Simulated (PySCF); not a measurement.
Structure with atom numbers: `[CH2:1]=[CH:2][CH2:3][CH:4]=[CH2:5]` (H(Xn): hydrogen on atom n). Ha(C1), Ha(C5) are cis to C3; Hb(C1), Hb(C5) are trans to C3.

GIAO PBE0/pcSseg-1 shifts (PySCF 2.14.0 with density-fitted response routines, gas phase, non-relativistic, equivalent atoms averaged), each against references optimised in the same way as the molecule (TMS).

On the GFN2-xTB geometry: C2/C4 146.9, C1/C5 122.0, C3 47.2, H(C2)/H(C4) 5.98, Ha(C1)/Ha(C5) 5.42, Hb(C1)/Hb(C5) 5.28, H(C3) 2.91 ppm.

Q: What changes on the PBE0-D3(BJ)/def2-SVP geometry?

A: 
| atoms | δ (ppm) | change |
| --- | --- | --- |
| C2/C4 | 147.0 | +0.1 |
| C1/C5 | 123.5 | +1.5 |
| C3 | 45.1 | -2.1 |
| H(C2)/H(C4) | 5.84 | -0.14 |
| Ha(C1)/Ha(C5) | 5.38 | -0.04 |
| Hb(C1)/Hb(C5) | 5.27 | -0.01 |
| H(C3) | 2.76 | -0.15 |

Bonds between heavy atoms that differ most (equivalent bonds averaged): C1–C2 1.319 → 1.333 Å. Mean change of bonds to hydrogen: C–H +0.015 Å.
